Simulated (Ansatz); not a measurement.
An input meant for Si2S⁺ (charge 1, quartet).

```yaml
crystal:
  periodic: [false, false, false]
  atoms:
    - {symbol: Si, position_ang: [-1.060255, -0.334744, -0.096928]}
    - {symbol: Si, position_ang: [-1.360255, -0.334744, -0.096928]}
    - {symbol: S, position_ang: [0.604585, -0.691400, 0.686620]}
basis:
  gaussian: {orbitals: pcseg-2}
total_charge: 1
magnetization: {spin_polarized: true, initial_magnetization: 3}
hamiltonian: {xc: {name: wB97X-V}}
```

```sh
$ ansatz run in.yaml --threads 4 --pin off --events-out ev --progress --plain --max-ram 3916MiB
```

It prints (some lines left out):

```
Functional definition: wB97X-V
771 factors; their error is unknown
117 factors; integrals over basis functions are off by at most 4.3e-5 eV
mean field evaluation 1: about -24514.9554 eV, gradient 1.0e2 eV
mean field evaluation 2: about -24029.5483 eV, gradient 3.0e2 eV
mean field evaluation 4: about -24583.9894 eV, gradient 3.3e1 eV
mean field evaluation 8: about -24589.6162 eV, gradient 6.7e-1 eV
mean field evaluation 16: about -24589.6754 eV, gradient 7.2e-2 eV
mean field evaluation 32: about -24589.7593 eV, gradient 2.5e-5 eV
mean field evaluation 64: about -24589.6427 eV, gradient 2.9e-5 eV
a density is far from that of the atoms, so the factors are made again for it
766 factors; integrals over basis functions are off by at most 6.2e-4 eV
125 factors; integrals over basis functions are off by at most 3.7e-5 eV
mean field evaluation 96: about -24589.7780 eV, gradient 3.0e-6 eV
mean field -24589.77796978 eV, -903.6576728394 hartree, gradient 3.0e-6 eV, S^2 3.871794; 0 other end points of the search recorded, 0 dependent functions left out
reference -24589.77796853 eV, -903.6576727932 hartree; 23, 20 occupied and 79, 82 virtual orbitals, 766 factors
Total energy: -24589.77796853 eV, -903.6576727932 hartree
```

(1) What is wrong with this run?

Answers

(1) One atom was put on top of another. Self-consistency was reached. The result belongs to that input, not to the species as meant. The charge 1 quartet is spin-contaminated (final ⟨S²⟩ up to 3.87, 3.75 for a pure state).
